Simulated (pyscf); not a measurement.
Structures and frequencies: ωB97X-D3(BJ)/def2-SVP in PySCF.

What is the homolytic dissociation enthalpy (298 K, ωB97M-D3(BJ)/def2-TZVP) of the Al–O bond of H₃C–O–Al(CH₃)–CH₃, to H₃C–O• + [H₃C–Al–CH₃]•?

Al–O to H₃C–O• + [H₃C–Al–CH₃]•: 116.7 kcal/mol. The 7 functionals that were run give +108.1 (PBE) to +117.1 kcal/mol (M06-2X). The radicals are drawn with the spin at the cut bond; how far it spreads was not checked. H₃C–O• lies 7.0 kcal/mol over its isomer •H₂C–OH (electronic energy, ωB97M-D3(BJ)/def2-TZVP). Other isomers of [H₃C–Al–CH₃]• were not searched in full and may lie lower.
